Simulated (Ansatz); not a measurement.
A nudged elastic band was laid between two geometries of CH5NO (8 atoms, charge 0, multiplicity 1).

Computed with RKS BLYP-D4/def2-SVP (Ansatz).

```yaml
movable_images: 5
climbing_image: yes
spring: 5.0 eV/Å²
optimiser: quadratic models (default)
start_path: through a guess of the saddle point
force_threshold: 0.05 eV/Å
iteration_limit: 60
end_points: relaxed
```

Image 0:

```xyz
8
Properties=species:S:1:pos:R:3
N -0.578 -0.175 -0.786
C 0.298 0.308 0.277
O 0.653 -0.752 1.148
H -0.043 -0.677 -1.508
H -1.073 0.598 -1.248
H -0.253 1.131 0.801
H 1.273 0.734 -0.065
H -0.186 -1.225 1.325
```

Image 6:

```xyz
8
Properties=species:S:1:pos:R:3
N -0.395 -0.268 -0.873
C 0.308 0.303 0.272
O 0.018 -0.431 1.449
H 0.010 0.053 -1.762
H -1.388 0.002 -0.870
H 0.035 1.358 0.521
H 1.399 0.298 0.018
H 0.105 -1.372 1.187
```

Question: What changes between the two ends?

Answer: No bond is made or broken. The dihedral H7–C2–O3–H8 goes from -170 to -74°. The two ends are copies of one structure, up to a mirror image or an exchange of like atoms.

Question: What energy profile does the band end with?

Answer: It converged. The highest image is number 2 of 0 to 6, 1.9 kcal/mol above the ends, which have the same energy within 2 meV. A vibrational analysis at the climbing image gives one clearly imaginary mode, 301i cm⁻¹: a first-order saddle point.

```
image  path coordinate (Å)  energy (kcal/mol)  dihedral H7–C2–O3–H8 (°)
    0                 0.00                0.0                      -170
    1                 0.42                0.8                      -153
    2                 0.85                1.9                      -122
    3                 1.06                1.5                      -105
    4                 1.28                0.8                       -91
    5                 1.49                0.2                       -80
    6                 1.71                0.0                       -74
```

Question: What is the geometry of the highest image?

Answer: 
```xyz
8
Properties=species:S:1:pos:R:3
N -0.479 -0.240 -0.787
C 0.324 0.321 0.297
O 0.394 -0.580 1.401
H 0.052 -0.369 -1.654
H -1.308 0.323 -1.004
H -0.111 1.289 0.645
H 1.360 0.541 -0.058
H -0.140 -1.343 1.103
```

Question: What are the harmonic wavenumbers there?

Answer: 301i, 303, 482, 667, 905, 965, 1071, 1213, 1245, 1294, 1404, 1468, 1586, 2879, 2902, 3423, 3504, 3631 cm⁻¹.

Time of the run: 79 s on 1 thread of Arm Neoverse V1 (shared host), peak memory 0.23 GiB.
